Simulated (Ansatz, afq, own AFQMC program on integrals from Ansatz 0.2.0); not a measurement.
# AFQMC, coupled cluster and functionals along a coordinate of HBr + SiH₂, singlet

```yaml
atoms:
  - { symbol: Br, position_ang: [-0.9158, 0.0159, 0.0000] }
  - { symbol: H, position_ang: [0.5048, 0.0159, 0.0000] }
  - { symbol: Si, position_ang: [2.3732, 0.0159, 0.0000] }
  - { symbol: H, position_ang: [2.9853, -0.8584, 1.0900] }
  - { symbol: H, position_ang: [2.9853, -0.8584, -1.0900] }
```

A hydrogen atom is moved from one rigid fragment to the other; the Br1–H2 distance tells how far. The two fragments are held close together, so this isn't a minimum-energy path and the start is a compressed complex. Energies in kJ/mol count from this geometry (1.421 Å) at the same level; the start stands on RHF, each point on the determinant named.

Basis cc-pVTZ. Noble-gas cores (and the filled d shells of Ga–Kr and In–Xe) are frozen. Ansatz 0.2.0 and our own AFQMC program on the same integrals; the CISD trial comes from CCSD amplitudes, and released means the phaseless constraint is let go. ± is one standard error of the sampling. No spin–orbit coupling.

Cautions, each for one point or more: higher spins were not checked; inner d shell frozen; no relativity below Rb; no spin-orbit coupling; released walk and highest rung disagree; restricted determinant unstable towards unrestricted; strong correlation; the ph-AFQMC/CISD walk drifts between its halves.

| r(Br1–H2) / Å | det. | T1 | weight | wB97M-V | PBE | CCSD(T) |
| --- | --- | --- | --- | --- | --- | --- |
| 1.543 | RHF | 0.013 | 0.83 | 6.0 | -8.6 | 2.6 |
| 1.604 | RHF | 0.014 | 0.83 | 15.0 | -6.7 | 8.5 |
| 1.665 | RHF | 0.017 | 0.82 | 26.3 | -1.9 | 15.8 |
| 1.727 | RHF | 0.021 | 0.81 | 37.1§ | 5.9 | 24.2 |
| 1.849 | RHF | 0.035 | 0.79 | 58.9§ | 31.0§ | 46.8 |

Question: Estimate the curve of CCSDT(Q), counted from the same start.

Answer: 
```tsv
r(Br1–H2) / Å	det.	T1	weight	CCSDT(Q)	ph-AFQMC/CISD	released AFQMC
1.543	RHF	0.013	0.83	1.6	3.1 ± 0.8	0.7 ± 1.1*
1.604	RHF	0.014	0.83	6.8	8.7 ± 0.8	6.9 ± 1.1*
1.665	RHF	0.017	0.82	13.3	16.5 ± 0.7	–
1.727	RHF	0.021	0.81	20.9	24.3 ± 0.8	21.1 ± 0.9*
1.849	RHF	0.035	0.79	42.2	51.4 ± 0.8	47.8 ± 1.0*
```

Weight is that of the determinant in the CISD state; at the start T1 is 0.012 and the weight 0.84. An asterisk marks released energies that aren't shown to be converged. A dash marks a missing value, a released energy that hasn't settled or a functional that sits on another state. § marks a functional whose ⟨S²⟩ is too high by over 0.1. Largest departures from CCSDT(Q), at the points where its series has closed: CCSD(T) 3.4 kJ/mol at 1.727 (on RHF), ph-AFQMC/CISD 3.4 kJ/mol at 1.727 (on RHF), wB97M-V 13.1 kJ/mol at 1.665, PBE -15.1 kJ/mol at 1.665. Functionals count only at points shown to share the start's state and spin.

A walk keeps the symmetry of its determinant, which the program's search chose and which needn't be the lowest solution, so a lower state of the same spin and another symmetry isn't excluded.
